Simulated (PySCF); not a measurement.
Energy landscape of H₆Si₂, singlet: internal rotation, threefold axis kept, other coordinates relaxed. Scanned: torsion (0 = eclipsed). Other coordinates (Si-Si length, H-Si-Si angle, H-Si-Si angle, Si-H length, Si-H length) were minimised at B3LYP/def2-TZVP.

The free coordinates were minimised at B3LYP/def2-TZVP in PySCF; the energy column is PySCF with CCSD(T) on RHF/cc-pVTZ, 10 core orbitals frozen, in kJ/mol.

| at / ° | Si-Si length / Å | H-Si-Si angle / ° | H-Si-Si angle / ° | Si-H length / Å | Si-H length / Å | E |
|---|---|---|---|---|---|---|
| 0 | 2.361 | 110.6 | 110.5 | 1.483 | 1.483 | 4.24 |
| 10 | 2.361 | 110.6 | 110.5 | 1.483 | 1.483 | 3.96 |
| 20 | 2.360 | 110.5 | 110.5 | 1.484 | 1.484 | 3.18 |
| 30 | 2.357 | 110.4 | 110.4 | 1.483 | 1.483 | 2.13 |
| 40 | 2.352 | 110.4 | 110.4 | 1.484 | 1.484 | 1.06 |
| 50 | 2.351 | 110.4 | 110.4 | 1.484 | 1.483 | 0.29 |
| 60 | 2.351 | 110.4 | 110.4 | 1.484 | 1.484 | 0.00 |
